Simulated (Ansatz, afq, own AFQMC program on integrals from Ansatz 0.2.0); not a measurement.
Integrals from Ansatz 0.2.0, then the random walk in our own AFQMC program (afq).

```yaml
crystal:
  periodic: [false, false, false]
  atoms:
    - {symbol: B, position_ang: [0.000000, -0.080006, 0.000000]}
    - {symbol: H, position_ang: [0.000000, 0.429067, -1.077008]}
    - {symbol: H, position_ang: [0.000000, 0.429067, 1.077008]}
basis:
  gaussian: {orbitals: cc-pVDZ}
magnetization: {spin_polarized: true, initial_magnetization: 3}
correlation: {method: ccsd_t, electrons: outside_noble_gas, hamiltonian_folder: ham}
```

```sh
$ ansatz run in.yaml --threads 1 --pin off --events-out ev --progress --plain --max-ram 24576MiB --backend cuda --devices 0, --max-vram 18GiB
```

Options of the walk:

```
--method phaseless --trial cisd --walkers 4000 --populations 20 --least-time 60 --time-step 0.005 --steps-per-block 50 --equilibration-blocks 28 --max-blocks 4000 --target-error 0.00014 --factor-cut 1e-05 --start spin_pure --seed 7935 --release-times 0.24,0.51,0.99,1.62,2.4 --release-step 0.03 --release-every 3 --taylor-order 6
```

Times are imaginary, in 1/Eh. The walk had a cap of 122 s. With eight or more populations the least sampling time is a fifth of least-time, and the error comes from their spread.

afq prints:

```
orbitals 23  electrons 4 1  factors 165 of 219
reference energy -25.55991239 Eh
CCSD correlation -0.08304399 Eh in 11 cycles, weight of the determinant in the CISD state 0.9394
energy of the start -25.642887 Eh
 block  time / (1/Eh)  mean weight  energy / Eh
     1     0.250  0.9999  -25.642956
     2     0.500  1.0001  -25.643372
     3     0.750  0.9999  -25.643800
     4     1.000  0.9999  -25.644152
     5     1.250  0.9999  -25.644414
    12     3.000  1.0000  -25.644995
    19     4.750  0.9998  -25.645253
    26     6.500  0.9999  -25.645051
    33     8.250  1.0001  -25.645145
    38     9.500  1.0000  -25.645751
    40    10.000  1.0000  -25.645102
    47    11.750  1.0000  -25.645132
    49    12.250  1.0000  -25.644740
    54    13.500  1.0001  -25.644982
    61    15.250  1.0002  -25.645120
    68    17.000  1.0001  -25.644968
    75    18.750  0.9999  -25.644909
    78    19.500  1.0002  -25.644865
error from the spread of 20 populations
released: time / (1/Eh)  energy / Eh  error  mean overlap
  0.24  -25.645093  0.000032  1.0001
  0.51  -25.645165  0.000025  1.0001
  0.99  -25.645236  0.000017  1.0002
  1.62  -25.645329  0.000022  0.9996
  2.40  -25.645411  0.000020  0.9960
energy -25.645009 +/- 0.000029 Eh
(rows thinned)
```

The run passed its tests (sampling time, drift between the halves within three errors, error under three times the target), which doesn't prove that it has relaxed.

Against this walk (error 0.8 meV) on the same determinant: CCSD(T) 5.1 meV higher, CCSDT(Q) 10.8 meV lower, CCSDTQ 11.4 meV lower, full CI 11.4 meV lower. The error is statistical and leaves out the bias of the constraint. The released energies are still falling (meV from the phaseless value at times in 1/Eh: -2.3 ± 0.9 at 0.24, -4.2 ± 0.7 at 0.51, -6.2 ± 0.5 at 0.99, -8.7 ± 0.6 at 1.62, -11.0 ± 0.5 at 2.40), so they give no level; they do show a bias of the constraint, and the last of them that isn't too noisy lies 0 meV above full CI. Full CI is exact here, so the walk's 11 meV above it is the walk's own error: the bias of the constraint with this trial.

Cautions: constraint bias not in the error; another spin lies lower (by 5.31 eV).

The walk took 20 s on 1 × NVIDIA H100 80GB HBM3 with 2 threads of AMD EPYC 7R13 Processor (Zen 3), on a shared host (the card was shared). The log's last line is the phaseless energy.

CCSDT and higher add their correlation energy to the determinant of the CCSD(T) run, since their own runs factorise the integrals more tightly (a shift of under 2 meV). A walk keeps the symmetry of its determinant, which the program's search chose and which needn't be the lowest solution, so a lower state of the same spin and another symmetry isn't excluded.
